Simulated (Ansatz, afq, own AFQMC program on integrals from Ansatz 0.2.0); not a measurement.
# Where AFQMC and coupled cluster stand for GeNH2, sextet

```xyz
4

Ge    0.0000    0.0000    0.4319
N     0.0000    0.0000   -1.8834
H     0.0000    0.8309   -2.4773
H     0.0000   -0.8309   -2.4773
```

Connectivity, by distances: Ge–NH2.

Basis cc-pVDZ. Only valence electrons are correlated. Integrals, coupled cluster, full CI and functionals: Ansatz 0.2.0; the random walks run on the same integrals in our own AFQMC program. ph-AFQMC/CISD is guided by a CISD state made of CCSD amplitudes; releasing the constraint for a short imaginary time cuts its bias at the price of noise, slowly where states lie close. ± is one standard error of the sampling. No spin–orbit coupling.

Determinant: UHF, the one that the program's search chose, which needn't be the lowest solution. The geometry is a PBE0/def2-TZVP stationary point of this or a neighbouring charge and spin state.

No full CI on the walks' own integrals is used here; CCSDT(Q) serves as the reference and is uncertain by about the last step of the cluster series.

Cautions: no relativity below Rb; no spin-orbit coupling; inner d shell frozen; another spin lies lower (by 4.89 eV); the ph-AFQMC/CISD walk drifts between its halves (2.4 errors); CCSDT(Q) on the ROHF determinant differs (34 meV higher), by its state or its frozen core.

```
T1 diagnostic                               : 0.0206
weight of the determinant in the CISD state : 0.913
⟨S²⟩ of the determinant                     : 8.765
size of the correlated space                : 11 electrons in 36 orbitals
```

Reference: CCSDT(Q), correlation energy -5.422 eV. The released energy is read at 2.40 1/Eh (meV from the phaseless value at times in 1/Eh: -2 ± 8 at 0.24, 4 ± 8 at 0.51, -1 ± 8 at 0.99, -14 ± 12 at 1.62, -9 ± 12 at 2.40).

```json
{"level": "HF", "E − E(reference) (meV)": "5422.0", "share of correlation (%)": "0.00"}
{"level": "MP2", "E − E(reference) (meV)": "848.5", "share of correlation (%)": "84.35"}
{"level": "CCSD", "E − E(reference) (meV)": "138.4", "share of correlation (%)": "97.45"}
{"level": "CCSD(T)", "E − E(reference) (meV)": "26.9", "share of correlation (%)": "99.50"}
{"level": "CCSDT", "E − E(reference) (meV)": "8.3", "share of correlation (%)": "99.85"}
{"level": "ph-AFQMC/CISD", "E − E(reference) (meV)": "0.8 ± 9.4", "share of correlation (%)": "99.99"}
{"level": "released AFQMC", "E − E(reference) (meV)": "-8.2 ± 11.9", "share of correlation (%)": "100.15"}
```

A walk keeps the symmetry of its determinant, which the program's search chose and which needn't be the lowest solution, so a lower state of the same spin and another symmetry isn't excluded. Released energies are given only where the last usable release times agree within the noise; a slower fall can still hide under it.
